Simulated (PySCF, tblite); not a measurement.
**C₃H₂F₂N radical: geometry, infrared bands and EPR parameters**

Aim: predict the infrared bands and EPR parameters of C₃H₂F₂N radical (`N#CC[C](F)F`).

Programs: tblite 0.8.0 and PySCF 2.14.0, with density-fitted response routines of our own. Each step states its level of theory. These are calculated values for one molecule in the gas phase, unless marked as measured. Atoms count from 0, in the outputs and in this text.

## (1) The molecule as given

8 atoms, charge 0, multiplicity 2; geometry from: force field or distance geometry start.

Bonds of the start (Å): N0–C1 1.17, C1–C2 1.45, C2–C3 1.49, C3–F4 1.33, C3–F5 1.35, C2–H6 1.10, C2–H7 1.12.

## (2) Relaxing the molecule with GFN2-xTB

The job: settings as JSON, then the geometry in Å.

```
{"job": {"kind": "relax", "xc": "GFN2-xTB", "basis": "xTB"}, "charge": 0, "multiplicity": 2}
N      2.505700     0.095400     0.519300
C      1.397900    -0.160400     0.234400
C      0.032400    -0.506200    -0.115600
C     -0.874100     0.656300     0.080700
F     -0.618500     1.776200    -0.590200
F     -2.156000     0.393700     0.431100
H     -0.013300    -0.900100    -1.143400
H     -0.265000    -1.345500     0.559100
```

Launch:

```console
OMP_NUM_THREADS=1 python probes_run.py task.json out
```

This one command runs all jobs of the session in turn.

**Question.** This job is followed by: GFN2-xTB harmonic vibrations, gas phase; UKS B3LYP, pcH-1 on C F H N, non-relativistic, mean-field spin-orbit, GIAO. Predict these results of the whole session: strongest single infrared mode (GFN2-xTB); zero-point energy (GFN2-xTB); g(iso) (B3LYP); ⟨S²⟩; largest a(iso) (averaged by class); surface potential, 1st and 99th percentile.

As calculated:

| quantity | value |
| --- | --- |
| strongest single infrared mode (GFN2-xTB) | 1279 cm⁻¹, 207 km/mol |
| zero-point energy (GFN2-xTB) | 27.7 kcal/mol |
| g(iso) (B3LYP) | 2.00382 |
| ⟨S²⟩ | 0.752 (exact 0.75) |
| largest a(iso) (averaged by class) | 13C on C3, 388.9 MHz |
| surface potential, 1st and 99th percentile | -1.59 V and 1.85 V |

In words: The optimisation took 30 steps and gained 0.169 eV; among the close pairs (by a distance rule), N0–C1 changed most, from 1.172 to 1.141 Å. All 18 modes are real, so the xTB geometry is a minimum. The strongest single mode, at 1279 cm⁻¹, is carried by C2, C3, H7. Unscaled tight-binding wavenumbers are off by several per cent, some by more. Its intensities can rank the bands wrongly. C3 carries the largest spin population, 0.85 e. The isotropic g lies 1.5 ppt above the free-electron value.
